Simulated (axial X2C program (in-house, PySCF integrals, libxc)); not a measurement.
**Working with the constants of CO⁺**

A bond curve at the PBE0 level, with spin–orbit coupling, was computed with an axial X2C code built on PySCF integrals (basis O dyall-av3z [7s6p3d2f], C dyall-v3z [7s6p2d1f] (cores contracted in-house)) for the state Ω = 1/2 (⟨Sz⟩ = 0.50, ⟨Lz⟩ = 0.00 at PBE0). Its fit gives Re = 1.1064 Å, ωe = 2330.4 cm⁻¹, ωexe = 14.3 cm⁻¹ and αe = 1.741e-02 cm⁻¹; the masses are 15.9949 and 12.0000 u. Two-component means X2C with spin–orbit coupling and atomic mean-field Coulomb and Gaunt terms.

Question: Find the reduced mass, Be and the force constant.

Answer: From the PBE0 values: μ = 6.8562 u. Be = 16.8576/(μ Re²) = 2.009 cm⁻¹. k = 5.8918×10⁻⁷ μ ωe² = 21.9 mdyn/Å.

Question: Estimate De from a Morse curve and compare with the computed well depth of 8.590 eV to O + C+.

Answer: De(Morse) = ωe²/(4ωexe) = 11.771 eV against 8.590 eV computed, a ratio of 1.37. The extrapolation overshoots: the well softens faster than a Morse curve, or the lowest atomic limit lies below the one to which the curve heads.

Question: Where do the fundamental and the first overtone lie?

Answer: ν(1←0) = ωe − 2ωexe = 2301.8 cm⁻¹; ν(2←0) = 2ωe − 6ωexe = 4575.0 cm⁻¹.

Question: A Morse curve ties αe to the other constants (Pekeris). How well does that hold?

Answer: αe(Morse) = 6Be²/ωe × (√(ωexe/Be) − 1) = 1.733e-02 cm⁻¹; the PBE0 curve gives 1.741e-02 cm⁻¹, a ratio of 1.00.

Question: Estimate the centrifugal constant by the Kratzer relation.

Answer: D = 4Be³/ωe² = 5.97e-06 cm⁻¹.

The state is one determinant whose occupation by symmetry is held fixed; it was picked as the lowest of a PBE0 search that is not exhaustive. Dissociation energies refer to the lowest single-determinant-based atoms at the same level and basis. Density functionals use the spin component along the axis (collinear). The 2c atoms are single determinants rather than J levels; their spin–orbit lowering is only partly caught, and De is too large by that part. This holds for PBE0. The functionals have no current-density term, which raises determinants with orbital currents, atoms included.
